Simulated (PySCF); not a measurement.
```xyz
5
charge 0 multiplicity 1, angstrom
S     0.0000    0.0000   -0.5384
O     1.3206    0.1627    0.4911
O    -1.3206   -0.1627    0.4911
H     1.5931   -0.7443    0.7457
H    -1.5931    0.7443    0.7457
```

Method: PBE in PySCF with S def2-SVP, O def2-SVP, H def2-SVP; no relativity; density-fitted integrals.

This geometry of S(OH)₂ is a stationary point at this level.

(1) What is the point group?

(2) Is it a minimum?

(3) List the harmonic modes with their infrared intensities.

(4) Give the atomic charges and bond orders.

Results:

(1) C2.

(2) Yes: all harmonic wavenumbers are real.

(3) 
```csv
symmetry,ω (cm⁻¹),IR (km/mol)
a,315,0.0
a,512,143
b,533,100
b,748,153
a,760,41.2
a,1126,14.1
b,1129,35.9
b,3617,90.4
a,3621,10.6
```

(4) 
| atom | Mulliken | Löwdin | polar tensor | Mayer order to S1 |
| --- | --- | --- | --- | --- |
| S1 | 0.31 | 0.38 | 0.63 | – |
| O2,3 | -0.35 | -0.26 | -0.56 | 1.03 |
| H4,5 | 0.20 | 0.07 | 0.24 | 0.02 |
Other Mayer orders above 0.3: O–H 0.96 (×2).

Only a few start shapes were tried, so a lower isomer may exist.
